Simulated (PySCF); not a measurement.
# M06-L/6-31G(d) (spherical functions) run of C4H8 (isobutene)

What is the energy change on altering one bond length of C4H8 (isobutene) at M06-L/6-31G* (spherical functions)? The job is set up through a Python script.

The calculation is run with PySCF 2.14.0.

4 further runs of the same task are left out: 4 set aside as unsound or not needed. Runs told in other sessions of the task aren't counted.

### 1 The molecule

C4H8 has 12 atoms, charge 0, and is taken as a singlet. As SMILES, `C=C(C)C`. The shape is that of a GFN2-xTB optimisation.

Bond lengths: C1–C2 1.324 Å, C2–C3 1.504 Å, C2–C4 1.504 Å, C1–H5 1.077 Å, C1–H6 1.077 Å, C3–H7 1.089 Å, C3–H8 1.089 Å, C3–H9 1.087 Å, C4–H10 1.089 Å, C4–H11 1.089 Å, C4–H12 1.086 Å. Some angles: C1–C2–C3 121.1°, C1–C2–C4 121.1°, C3–C2–C4 117.8°, C2–C1–H5 121.9°, C2–C1–H6 121.8°, C2–C3–H7 110.4°, C2–C3–H8 110.4°, C2–C3–H9 111.6°, C2–C4–H10 110.4°, C2–C4–H11 110.4°.

### 2 The energy at M06-L/6-31G(d) (spherical functions)

The input, run.py:

```python
from pyscf import gto, dft

system = gto.M(
    atom='''
C   -0.897590   1.187450  -0.263890
C   -0.109400   0.148820  -0.032560
C    0.186100  -0.304240   1.370920
C    0.515320  -0.619420  -1.165240
H   -1.120920   1.520010  -1.263300
H   -1.354680   1.743190   0.537140
H   -0.732760  -0.600390   1.874810
H    0.630330   0.506570   1.946890
H    0.870360  -1.148440   1.382230
H   -0.255610  -1.048820  -1.803670
H    1.122810   0.040790  -1.782470
H    1.146060  -1.425510  -0.800870
''',
    spin=0,
    verbose=3,
    basis='6-31g*',
    max_memory=1860,
)

mf = dft.RKS(system, xc='m06-l')
mf.grids.level = 5
mf.conv_tol = 1e-10
mf.kernel()
if not mf.converged:
    mf = mf.newton().run(mf.mo_coeff, mf.mo_occ)

etot = mf.e_tot
print(f'total energy: {etot:.8f} hartree')
```

Command:

```
$ OMP_NUM_THREADS=1 python run.py
```

Output:

```text
converged SCF energy = -157.181637693017
total energy: -157.18163769 hartree
```

It took 35 s on 1 thread of Arm Neoverse V1, shared host; peak memory 0.4 GiB.

### 3 The distorted shape

The input, job.py:

```python
from pyscf import gto, dft

molecule = gto.M(
    atom=[
    ('C', (-1.085001, 1.417916, 0.075905)),
    ('C', (-0.296811, 0.379286, 0.307235)),
    ('C', (-0.001311, -0.073774, 1.710715)),
    ('C', (0.515320, -0.619420, -1.165240)),
    ('H', (-1.308331, 1.750476, -0.923505)),
    ('H', (-1.542091, 1.973656, 0.876935)),
    ('H', (-0.920171, -0.369924, 2.214605)),
    ('H', (0.442919, 0.737036, 2.286685)),
    ('H', (0.682949, -0.917974, 1.722025)),
    ('H', (-0.255610, -1.048820, -1.803670)),
    ('H', (1.122810, 0.040790, -1.782470)),
    ('H', (1.146060, -1.425510, -0.800870)),
],
    max_memory=1860,
    verbose=4,
    charge=0,
    spin=0,
    basis='6-31g*',
)

mf = dft.RKS(molecule)
mf.xc = 'm06-l'
mf.grids.level = 5
mf.conv_tol = 1e-10
mf.kernel()
if not mf.converged:
    mf = mf.newton().run(mf.mo_coeff, mf.mo_occ)

etot = mf.e_tot
print('E(%s) = %.9f' % ('M06-L', etot))
```

Command:

```
$ OMP_NUM_THREADS=1 python job.py
```

Output:

```text
PySCF version 2.14.0

[INPUT] num. atoms = 12
[INPUT] num. electrons = 32
[INPUT] charge = 0
[INPUT] spin (= nelec alpha-beta = 2S) = 0
[INPUT] symmetry False subgroup None
[INPUT] Mole.unit = angstrom
[INPUT] Symbol           X                Y                Z      unit          X                Y                Z       unit  Magmom
[INPUT]  1 C     -1.085001000000   1.417916000000   0.075905000000 AA   -2.050354734879   2.679472907639   0.143439661485 Bohr   0.0
[INPUT]  2 C     -0.296811000000   0.379286000000   0.307235000000 AA   -0.560891500758   0.716746662882   0.580590005881 Bohr   0.0
[INPUT]  3 C     -0.001311000000  -0.073774000000   1.710715000000 AA   -0.002477430949  -0.139412655114   3.232782827185 Bohr   0.0
[INPUT]  4 C      0.515320000000  -0.619420000000  -1.165240000000 AA    0.973813666511  -1.170534156078  -2.201984469388 Bohr   0.0
[INPUT]  5 H     -1.308331000000   1.750476000000  -0.923505000000 AA   -2.472387270278   3.307920227624  -1.745171524666 Bohr   0.0
[INPUT]  6 H     -1.542091000000   1.973656000000   0.876935000000 AA   -2.914129649157   3.729669304105   1.657166979045 Bohr   0.0
[INPUT]  7 H     -0.920171000000  -0.369924000000   2.214605000000 AA   -1.738871177767  -0.699055046904   4.184996924092 Bohr   0.0
[INPUT]  8 H      0.442919000000   0.737036000000   2.286685000000 AA    0.836995605366   1.392796183945   4.321208383151 Bohr   0.0
[INPUT]  9 H      0.682949000000  -0.917974000000   1.722025000000 AA    1.290586567046  -1.734719449471   3.254155629654 Bohr   0.0
[INPUT] 10 H     -0.255610000000  -1.048820000000  -1.803670000000 AA   -0.483032894700  -1.981982553966  -3.408442319094 Bohr   0.0
[INPUT] 11 H      1.122810000000   0.040790000000  -1.782470000000 AA    2.121803389923   0.077081928621  -3.368380125253 Bohr   0.0
[INPUT] 12 H      1.146060000000  -1.425510000000  -0.800870000000 AA    2.165739522319  -2.693823487829  -1.513424961380 Bohr   0.0

nuclear repulsion = 112.8797630827
number of shells = 40
number of NR pGTOs = 140
number of NR cGTOs = 72
basis = 6-31g*
ecp = {}

******** <class 'pyscf.dft.rks.RKS'> ********
method = RKS
initial guess = minao
damping factor = 0
level_shift factor = 0
DIIS = <class 'pyscf.scf.diis.CDIIS'>
diis_start_cycle = 1
diis_space = 8
diis_damp = 0
SCF conv_tol = 1e-10
SCF conv_tol_grad = None
SCF max_cycles = 50
direct_scf = True
direct_scf_tol = 1e-13
XC library pyscf.dft.libxc version 7.0.0
    S. Lehtola, C. Steigemann, M. J.T. Oliveira, and M. A.L. Marques.,  SoftwareX 7, 1–5 (2018)
XC functionals = m06-l
    Y. Zhao and D. G. Truhlar.,  Theor. Chem. Acc. 120, 215 (2008)
radial grids:
    Treutler-Ahlrichs [JCP 102, 346 (1995); DOI:10.1063/1.469408] (M4) radial grids

becke partition: Becke, JCP 88, 2547 (1988); DOI:10.1063/1.454033
pruning grids: <function nwchem_prune>
grids dens level: 5
symmetrized grids: False
atomic radii adjust function: <function treutler_atomic_radii_adjust>
small_rho_cutoff = 0
Set gradient conv threshold to 1e-05
Initial guess from minao.
tot grids = 360232
init E= -156.990172367461
  HOMO = -0.31377471442537  LUMO = -0.0790112479898357  gap/eV = 6.38824
cycle= 1 E= -157.065023589958  delta_E= -0.0749  |g|= 0.483  |ddm|= 2.85
  HOMO = -0.146248494926232  LUMO = 0.0625577765608289  gap/eV = 5.68191
cycle= 2 E= -157.034763522265  delta_E= 0.0303  |g|= 0.584  |ddm|= 0.962
  HOMO = -0.214939651966918  LUMO = 0.00686726546699834  gap/eV = 6.03567
cycle= 3 E= -157.124346802388  delta_E= -0.0896  |g|= 0.118  |ddm|= 0.571
  HOMO = -0.219154896443245  LUMO = 0.00098755408517226  gap/eV = 5.99038
cycle= 4 E= -157.128024479968  delta_E= -0.00368  |g|= 0.0255  |ddm|= 0.121
  HOMO = -0.217947883449222  LUMO = 0.00249447849355944  gap/eV = 5.99854
cycle= 5 E= -157.128205464818  delta_E= -0.000181  |g|= 0.00469  |ddm|= 0.0332
  HOMO = -0.218367551183677  LUMO = 0.00199185494969978  gap/eV = 5.99628
cycle= 6 E= -157.128209109859  delta_E= -3.65e-06  |g|= 0.00292  |ddm|= 0.00697
  HOMO = -0.218280379233048  LUMO = 0.00204039067664752  gap/eV = 5.99523
cycle= 7 E= -157.12821152506  delta_E= -2.42e-06  |g|= 0.000598  |ddm|= 0.00311
  HOMO = -0.218370957640484  LUMO = 0.00197156708226176  gap/eV = 5.99583
cycle= 8 E= -157.128211605037  delta_E= -8e-08  |g|= 0.000258  |ddm|= 0.000714
  HOMO = -0.218342375982893  LUMO = 0.0019967697380272  gap/eV = 5.99573
cycle= 9 E= -157.128211622729  delta_E= -1.77e-08  |g|= 3.58e-05  |ddm|= 0.000276
  HOMO = -0.218348240857711  LUMO = 0.00199110691799387  gap/eV = 5.99574
cycle= 10 E= -157.128211623141  delta_E= -4.13e-10  |g|= 5.43e-06  |ddm|= 5.05e-05
  HOMO = -0.218347908212458  LUMO = 0.00199145773847764  gap/eV = 5.99574
cycle= 11 E= -157.128211623151  delta_E= -1.01e-11  |g|= 1.56e-06  |ddm|= 1.03e-05
  HOMO = -0.218347668114308  LUMO = 0.00199164624114001  gap/eV = 5.99574
Extra cycle  E= -157.128211623151  delta_E= 6.25e-13  |g|= 1.97e-06  |ddm|= 3.51e-06
converged SCF energy = -157.128211623151
E(M06-L) = -157.128211623
```

Run time: 38 s. Hardware: 1 thread of Arm Neoverse V1, shared host; peak memory 0.4 GiB.

### 4 Summary of results

Level: M06-L/6-31G* (spherical functions).

| quantity | value |
| --- | --- |
| first shape: total energy | -157.18164 Eh |
| first shape: dipole moment | 0.50 D |
| first shape: HOMO energy | -5.64 eV |
| first shape: LUMO energy | -0.01 eV |
| first shape: HOMO–LUMO gap | 5.63 eV |
| distorted shape: total energy | -157.12821 Eh |
| distorted shape: dipole moment | 0.42 D |
| distorted shape: HOMO energy | -5.94 eV |
| distorted shape: LUMO energy | 0.05 eV |
| distorted shape: HOMO–LUMO gap | 6.00 eV |
| energy change with the C2–C4 bond stretched from 1.504 to 1.956 Å | 1.454 eV |

What this shows: With the C2–C4 bond stretched from 1.504 to 1.956 Å the energy rises by 1.45 eV (34 kcal/mol). The first shape isn't relaxed at this level, so the change isn't measured from a minimum. Mulliken charges (distorted shape) run from -0.61 on C3 to +0.20 on H7.
